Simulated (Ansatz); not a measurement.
Molecule: triplet silylene, SiH$_{2}$, net charge 0, triplet state. This is an excited triplet: at this geometry the singlet lies 0.46 eV lower at CCSD(T)/CBS(aug-cc-pV(T+d)Z,aug-cc-pV(Q+d)Z). 
Structure (B3LYP-D3(BJ)/def2-TZVP (Ansatz, a program for electronic structure) minimum search):
SMILES: [SiH2]
```xyz
3

Si     0.0022    -0.0010     0.0949
H      0.0026     1.2826    -0.6513
H     -0.0339    -1.2684    -0.6777
```
Charge 0, spin multiplicity 3.

Basis-set convergence of Hartree-Fock and MP2 correlation energies (hartree) with Ansatz. Cores are frozen in the correlated levels unless marked. UHF or UKS for open shells. Spin-orbit coupling is left out. Non-relativistic.

```csv
basis,functions,E(HF),"E(corr, MP2)"
cc-pV(D+d)Z,33,-290.01477,-0.07248
cc-pV(T+d)Z,67,-290.02509,-0.08980
cc-pV(Q+d)Z,124,-290.02825,-0.09595
cc-pV(5+d)Z,210,-290.02882,-0.09843
```

Extrapolating the two largest sets (X = 4 and 5) as X^-3: E(corr) = (125·(-0.09843) - 64·(-0.09595))/61 = -0.1010 Eh, an estimate of the basis-set limit. The largest set recovers 97.4 % of it, the smallest 71.7 %.
